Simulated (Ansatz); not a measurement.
Geometry optimisation, RKS PBE/6-31G* (Ansatz 0.2.0).

Input file:

```yaml
crystal:
  periodic: [false, false, false]
  atoms:
    - { symbol: B, position_ang: [-0.047766, 0.555789, -0.35733] }
    - { symbol: "N", position_ang: [-0.149722, -0.155587, 2.279559] }
    - { symbol: H, position_ang: [-0.821373, -0.599071, 2.917704] }
    - { symbol: H, position_ang: [0.788223, -0.247535, 2.685365] }
    - { symbol: H, position_ang: [1.096145, 0.196321, -0.441048] }
    - { symbol: H, position_ang: [-0.935363, -0.082223, -0.85982] }
    - { symbol: P, position_ang: [-0.409324, 2.373709, 0.081142] }
    - { symbol: H, position_ang: [-1.662112, 2.310488, 0.767514] }
    - { symbol: H, position_ang: [0.416185, 2.643613, 1.219372] }
    - { symbol: H, position_ang: [-0.365592, 0.862797, 2.234142] }
basis:
  gaussian: { orbitals: "6-31G*" }
hamiltonian:
  xc: pbe
relax:
  f_tol: 0.03
  max_steps: 50
```

Command:

```bash
$ ansatz run input.yaml --threads 1 --pin off --max-ram 2048MiB --backend cpu --events-out ev --progress --plain --runs-dir out
```

**Question.** Where does it end, and by what steps?

**Answer.** The run converged. The force dipped under the threshold on the way, but the program's further checks kept it going. After 15 steps the energy has fallen by 1.206 eV; H3 moved furthest, 1.17 Å. Joined: B1–N2 (2.73 → 1.65 Å).

| step | energy less start (eV) | largest force component (eV/Å) | accepted |
| --- | --- | --- | --- |
| 0 | 0.0000 | 0.742 | yes |
| 1 | -0.1631 | 1.270 | yes |
| 2 | -0.3968 | 1.806 | yes |
| 3 | -0.8048 | 1.216 | yes |
| 4 | -1.0492 | 0.964 | yes |
| 5 | -1.0972 | 0.301 | yes |
| 6 | -1.1192 | 0.150 | yes |
| 7 | -1.1132 | 0.803 | no |
| 8 | -1.1376 | 0.101 | yes |
| 9 | -1.1540 | 0.283 | yes |
| 10 | -1.1804 | 0.136 | yes |
| 11 | -1.2020 | 0.019 | yes |
| 12 | -1.1726 | 0.848 | no |
| 13 | -1.2044 | 0.076 | yes |
| 14 | -1.2051 | 0.084 | yes |
| 15 | -1.2055 | 0.002 | yes |

```xyz
10
Properties=species:S:1:pos:R:3
B -0.155 0.393 0.282
N -0.182 0.033 1.890
H -0.121 -0.981 2.066
H 0.602 0.487 2.379
H 0.909 -0.033 -0.130
H -1.117 -0.178 -0.196
P -0.288 2.344 0.019
H -1.390 2.631 0.910
H 0.698 2.784 0.981
H -1.048 0.378 2.327
```

Whether the end is a true minimum wasn't checked by a vibrational analysis.

Run time: 36 s on 1 thread of Arm Neoverse V1, with other jobs on the host, peak memory 0.13 GiB.
